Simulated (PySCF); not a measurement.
## Ionisation of isobutyronitrile

System: isobutyronitrile, `CC(C)C#N` (C4H7N). Non-hydrogen atoms are numbered in `[CH3:1][CH:2]([CH3:3])[C:4]#[N:5]`.

Energies: ωB97X-D3(BJ)/ma-def2-TZVP (PySCF, density fitting, integration grid level 2) on PBE0-D3(BJ)/def2-SVP structures. The prefix ma- adds one diffuse s and one diffuse p function on all atoms but H. ωB97X-D3(BJ) is ωB97X-V with D3(BJ) in place of VV10. Zero-point and thermal terms (298.15 K, 1 bar) come from unscaled PBE0-D3(BJ)/def2-SVP harmonic frequencies, with soft modes damped to free rotors in the entropy.

Frontier levels of the parent: HOMO -11.72 eV, LUMO 0.90 eV.

Oxidation to the radical cation:
| Quantity | Value |
| --- | --- |
| Vertical ionisation energy (electronic) | 11.78 eV |
| Adiabatic ionisation energy (with zero-point energy) | 11.30 eV |
| Adiabatic, electronic part | 11.51 eV |
| Vertical gap at the product's structure | 10.87 eV |
| Inner reorganisation energy (four-point) | 917 meV |
| Relaxation of product / of parent | 276 / 641 meV |
| ⟨S²⟩ of the product | 0.769 |
| Largest spin populations | N5 0.56, H (on C2) 0.17, C2 0.15 |
| Largest changes of atomic charge | N5 0.29, C4 0.18, H (on C2) 0.16 |
| Distances that move most (Å) | C2–H 1.104 → 1.180; C2–C4 1.466 → 1.416; C4–N5 1.158 → 1.186; C1–C2 1.530 → 1.515 |
| Potential in THF | 9.11 V absolute, 4.37 V against Fc+/Fc computed at 4.74 V (solvation -23 → -231 kJ/mol) |

Solvents are IEF-PCM continua (electrostatics only, gas-phase structures); absolute potentials refer to an electron at rest in vacuum. Fc+/Fc in THF, 4.74 V, is ωB97X-D3(BJ)/ma-def2-TZVP on PBE0-D3(BJ)/def2-SVP structures with GFN2-xTB thermal terms. Benchmark calculations put it near 5.0 V in acetonitrile and DMSO, so it is about 0.3 V low, and the value against it can read up to that much too high.

Measured values (NIST Chemistry WebBook, evaluated or the median of agreeing entries): vertical ionisation energy 11.74 eV (computed 11.78, difference 0.04); adiabatic ionisation energy 11.30 eV (computed 11.30, difference 0.00).

Structures, frequencies and single points took 8.8 min of wall time on 1 thread of Arm Neoverse V2 (shared host), launched as `OMP_NUM_THREADS=1 python redox_run.py task.json out`.
